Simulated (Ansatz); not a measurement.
in.yaml

```yaml
crystal:
  periodic: [false, false, false]
  atoms:
    - {symbol: H, position_ang: [-2.729568, 0.054876, 0.000000]}
    - {symbol: H, position_ang: [-1.613568, 0.054876, 0.000000]}
    - {symbol: Si, position_ang: [0.104432, 0.054876, 0.000000]}
    - {symbol: H, position_ang: [0.716612, -0.819409, 1.090012]}
    - {symbol: H, position_ang: [0.716612, -0.819409, -1.090012]}
basis:
  gaussian: {orbitals: cc-pVTZ}
correlation: {method: sc_nevpt2, electrons: outside_noble_gas, active_space: {window: {electrons: 8, orbitals: 8}, shells: [{species: H, l: s, shell: 1}, {species: Si, l: s, shell: 3}, {species: Si, l: p, shell: 3}]}}
```

```sh
$ ansatz run in.yaml --threads 1 --pin off --events-out ev --progress --plain --max-ram 2393MiB
```

**Question.** Roughly how long does this take on 1 thread of Arm Neoverse V2, shared host, and how much host memory?

**Answer.** 4.5 s wall and 0.22 GiB.

```
1098 factors; integrals over basis functions are off by at most 2.3e-7 eV
mean field evaluation 1: about -7920.4396 eV, gradient 9.1e0 eV
mean field evaluation 2: about -7920.4408 eV, gradient 9.1e0 eV
mean field evaluation 4: about -7920.9681 eV, gradient 6.1e-1 eV
mean field evaluation 8: about -7920.9706 eV, gradient 4.3e-4 eV
mean field -7920.97055064 eV, -291.0902987093 hartree, gradient 2.2e-6 eV, S^2 0.000000; 0 other end points of the search recorded, 0 dependent functions left out; unrestricted orbitals would lower it
reference -7920.97055064 eV, -291.0902987093 hartree; 9, 9 occupied and 81, 81 virtual orbitals, 1098 factors
state -7923.39865751 eV, -291.1795299909 hartree
state -7923.39865751 eV, -291.1795299909 hartree; corrected -7925.63273788 eV, -291.2616309302 hartree
Total energy: -7925.63273788 eV, -291.2616309302 hartree
Checks for a lower state left out: starts, orbital_swaps
```
